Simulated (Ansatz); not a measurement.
This script for Ansatz 0.2.0, Python API starts 2 runs on CS (charge +1). What input does the engine get in each?

`x2c_cs.py`
```python
# -*- coding: utf-8 -*-
import warnings

import ansatz as az
import numpy as np

FUNCTIONAL = 'b3lyp'
CHARGE = 1

GEOMETRY = '''
C     0.00000    0.00000    0.00000
S     0.00000    0.00000    1.79500
'''


def main():
    warnings.simplefilter('ignore', az.DeckWarning)

    mol = az.Crystal.molecule()
    for line in GEOMETRY.strip().splitlines():
        symbol, *xyz = line.split()
        mol = mol.atom(symbol, [float(v) for v in xyz])

    base = (
        mol.calculation()
        .functional(FUNCTIONAL)
        .charge(CHARGE)
        .spin('collinear', total=1)
        .accuracy('medium')
        .forces()
    )
    sets = {'none': 'cc-pVTZ', 'scalar': 'cc-pVTZ-DK'}
    found = {kind: base.basis(gaussian=basis).pseudopotentials(relativity=kind).run().report for kind, basis in sets.items()}
    for kind, each in found.items():
        dipole = 4.803205 * np.linalg.norm(each['charge_distribution']['dipole_moment_e_ang'])
        print(f'{kind:7s} E = {each["free_energy_ev"]:.4f} eV  dipole {dipole:.3f} D  largest force component {np.abs(each["forces_ev_ang"]).max():.4f} eV/A')
    print(f'relativity lowers the total energy by {found["none"]["free_energy_ev"] - found["scalar"]["free_energy_ev"]:.3f} eV')


if __name__ == '__main__':
    main()
```

Run 1:
```yaml
crystal:
  periodic: [false, false, false]
  atoms:
    - { symbol: C, position_ang: [0.0, 0.0, 0.0] }
    - { symbol: S, position_ang: [0.0, 0.0, 1.795] }
accuracy: medium
basis:
  gaussian:
    orbitals: cc-pVTZ
hamiltonian:
  xc: b3lyp
  pseudopotentials:
    relativity: none
magnetization:
  spin_polarized: true
  initial_magnetization: 1.0
total_charge: 1.0
output:
  forces: true
```

Run 2, against run 1:
```diff
-    orbitals: cc-pVTZ
+    orbitals: cc-pVTZ-DK
-    relativity: none
+    relativity: scalar
```

```console
$ python x2c_cs.py
none    E = -11858.2444 eV  dipole 0.392 D  largest force component 4.1988 eV/A
scalar  E = -11888.3382 eV  dipole 0.379 D  largest force component 4.1651 eV/A
relativity lowers the total energy by 30.094 eV
```

The settings weren't tested for convergence. The geometry is a force-field or estimated start, not a minimum of this method. The basis set changes with the Hamiltonian (a set recontracted for scalar relativity), and most of the change in the total lies in the cores. The run takes the species as open-shell (spin multiplicity 2), which needn't be its ground state. The expectation value of S² is noticeably off S(S+1) in at least one run, so that state is spin-contaminated. An ion's dipole depends on the origin; the program takes it about the centre of nuclear charge. b3lyp holds the VWN-RPA fit, as in Gaussian; the form of ORCA and Turbomole is b3lyp5. The spin state was assumed, and another may lie lower. Wall time of the script: 8.6 s on 1 thread of Arm Neoverse V2 (shared host), peak memory 0.2 GiB.
